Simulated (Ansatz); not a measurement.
Results of rVV10 (Ansatz, a quantum-chemistry and plane-wave program, PAW) for A-type hexagonal La₂O₃.

Run with plane-wave cutoff 520 eV, 12×12×6 k mesh (along the axes of the cell as run), Fermi–Dirac smearing 0.01 eV, scalar-relativistic PAW data made under PBE.

The cell is scaled about its equilibrium volume:

Shape and atoms are relaxed at each volume.

| V (Å³/atom) | P (GPa) | direct gap at Γ (eV) | smallest gap on the k mesh (eV) | c (Å) |
|---|---|---|---|---|
| 16.146 | 4.93 | 4.347 | 3.739 | 6.035 |
| 16.483 | 2.35 | 4.248 | 3.736 | 6.116 |
| 16.819 | 0.00 | 4.150 | 3.727 | 6.193 |
| 17.155 | -2.14 | 4.052 | 3.714 | 6.267 |
| 17.492 | -4.08 | 3.955 | 3.693 | 6.338 |

The fundamental gap (3.73 eV at the equilibrium volume, with added k points) lies elsewhere than Γ–Γ.

Note: the bulk modulus comes from volumes at which shape and atoms were relaxed.

Spin–orbit coupling is not included.
